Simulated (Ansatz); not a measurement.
# B2 (quintet): wave-function methods side by side, def2-QZVPP

The task here is to estimate one member of a computed series from the others.

Program: Ansatz 0.2.0, Gaussian basis. Level of theory: def2-QZVPP, core rule «outside noble gas», up to 2 orbitals frozen. These are calculated values, not measurements.

The runs, in order: UHF; ROHF; CCSD(T) on UHF.

2 further runs of the same task are left out: 2 set aside as unsound or not needed.

## The system

The geometry is a PBE0/def2-TZVP stationary point (not a proven minimum) of the parent state, kept for this charge and spin.

2 atoms, charge 0, spin multiplicity 5.

Atoms are counted from 1 here; the program's logs count them from 0.

Bond lengths: B1–B2 1.562 Å.

Set-up of the first run:

The input, in.yaml:

```yaml
crystal:
  periodic: [false, false, false]
  atoms:
    - {symbol: B, position_ang: [0.000000, 0.000000, 0.000000]}
    - {symbol: B, position_ang: [0.000000, 0.000000, 1.561787]}
basis:
  gaussian: {orbitals: "def2-QZVPP.json"}
magnetization: {spin_polarized: true, initial_magnetization: 4}
hamiltonian: {xc: hf}
output: {orbitals: {seedname: orbitals}}
```

Launch:

```sh
$ ansatz run in.yaml --threads 1 --pin off --events-out ev --progress --plain --max-ram 2393MiB
```

Among the steps run: UHF; ROHF; CCSD(T) on UHF.

One of the session's tables, all rows but one given; the rest of the session is left out.

It belongs to the step «Misses and costs». 

| method | from UCCSD(T) (meV) |
| --- | --- |
| ROHF | +3406.8 |
| UHF | +3395.3 |
| UMP2 | ? |
| UCCSD | +168.0 |
| UCCSD(T) | 0 |

**Question.** Estimate the row for UMP2.

**Answer.** from UCCSD(T) (meV): +643.2. In the column «from UCCSD(T) (meV)» it lies between UCCSD (+168.0) and UHF (+3395.3).
